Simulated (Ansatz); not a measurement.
A displaced shape of singlet PH₃:

```yaml
atoms:
  - { symbol: P, position_ang: [0.0274, -0.0371, 0.1495] }
  - { symbol: H, position_ang: [1.1948, -0.0001, -0.6009] }
  - { symbol: H, position_ang: [-0.6180, 1.0376, -0.6968] }
  - { symbol: H, position_ang: [-0.6345, -1.0155, -0.6784] }
```

It was optimised with HF/def2-SVP in Ansatz (development build ahead of 0.2.0) to forces under 0.001 eV/Å, with restricted orbitals. Each step stands on the lowest determinant of that kind that the program's search found.

**Question.** What shape does it relax to, and how does the optimisation go?

**Answer.**

```xyz
4

P    -0.0239   -0.0045    0.0956
H     1.2028   -0.0117   -0.6052
H    -0.5976    1.0445   -0.6569
H    -0.6117   -1.0434   -0.6600
```

Bond lengths: P1–H2 1.413 Å, P1–H3 1.413 Å, P1–H4 1.413 Å. Angles: H2–P1–H3 95.3°, H2–P1–H4 95.3°, H3–P1–H4 95.3°.

| step | E − E(start) (eV) | largest force (eV/Å) |
| --- | --- | --- |
| 1 | 0.0000 | 1.8491 |
| 2 | -0.1077 | 0.7046 |
| 3 | -0.1546 | 0.0928 |
| 4 | -0.1552 | 0.0030 |
| 5 | -0.1552 | 0.0003 |

The optimisation ended after 5 steps with its threshold met.
